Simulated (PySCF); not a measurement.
# N-Methylmethanimine (C₂H₅N): NMR shifts and spin-spin couplings

What NMR shifts and spin-spin couplings should N-Methylmethanimine (C₂H₅N) (`C=NC`) show?

The runs use PySCF 2.14.0, with density-fitted response routines of our own; the level of theory stands in each step. All values are computed, except where a source is named. Atoms are numbered from 0 throughout.

## Step 1: The molecule as given

8 atoms, charge 0, multiplicity 1; geometry from: GFN2-xTB.

Bonds of the start (Å): C0–N1 1.25, N1–C2 1.43, C0–H3 1.08, C0–H4 1.10, C2–H5 1.10, C2–H6 1.09, C2–H7 1.09.

## Step 2: Nuclear shieldings: PBE0/pcSseg-1

What the job is given:

```
{"job": {"kind": "nmr", "xc": "PBE0", "basis": "pcSseg-1"}, "charge": 0, "multiplicity": 1}
C      1.243031    -0.177200     0.364154
N      0.131570    -0.713981     0.169609
C     -0.988047     0.067327    -0.248148
H      2.068393    -0.797777     0.680128
H      1.446553     0.893527     0.235978
H     -0.761207     1.135006    -0.375704
H     -1.353432    -0.344674    -1.189494
H     -1.777804    -0.052816     0.494392
```

Method: GIAO PBE0/pcSseg-1 NMR shielding, non-relativistic, gas phase.

**Question.** This job is followed by: B3LYP/pcJ-1 indirect spin-spin coupling, non-relativistic, gas phase. What will the session give for the following? 13C shifts against TMS (PBE0/pcSseg-1); 1H shifts against TMS (PBE0/pcSseg-1, means over atoms taken as alike); 15N shifts against NH3 (PBE0/pcSseg-1); largest coupling of the table (B3LYP/pcJ-1).

The runs gave:

```
                                                              quantity                    value
                                13C shifts against TMS (PBE0/pcSseg-1)          155.2, 53.3 ppm
1H shifts against TMS (PBE0/pcSseg-1, means over atoms taken as alike)     7.69, 7.19, 3.69 ppm
                                15N shifts against NH3 (PBE0/pcSseg-1)                409.8 ppm
                           largest coupling of the table (B3LYP/pcJ-1)  1J(C,H) C0–H3, 186.5 Hz
```

In words: At PBE0/pcSseg-1: Shielding is most anisotropic at N1 (span 836 ppm, paramagnetic term -468 ppm). Of the pairs tabulated at B3LYP/pcJ-1, C0–H3 couples most strongly (186.5 Hz; Fermi contact 185.6 Hz).
